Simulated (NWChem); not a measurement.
## Correlation energy of dimethyl sulfide (C$_{2}$H$_{6}$S)

```xyz
9

C     -1.3791     0.0000     0.5069
S      0.0000     0.0000    -0.6547
C      1.3791     0.0000     0.5069
H     -1.3742     0.8990     1.1429
H     -2.3023     0.0000    -0.0896
H     -1.3742    -0.8990     1.1429
H      1.3742     0.8990     1.1429
H      2.3023     0.0000    -0.0896
H      1.3742    -0.8990     1.1429
```
Charge 0, spin multiplicity 1.

All runs are NWChem calculations. Structure: optimised with PBE0/def2-SVP, a minimum by its harmonic frequencies.

Basis set: 6-311G**. Each correlation energy counts from its own Hartree-Fock reference.

The correlated methods keep 7 core orbitals frozen. The Pople sets run with spherical d functions. No row is a measurement; the coupled-cluster row has its own basis-set and correlation limits.

For the correlation energy, CCSD+T(CCSD) gives -508.4 mHa and CCSD gives -492.3 mHa. What do CR-CCSD[T], CCSD(T), SCS-MP2 give?

CR-CCSD[T]: -504.6 mHa; CCSD(T): -508.0 mHa; SCS-MP2: -449.9 mHa.
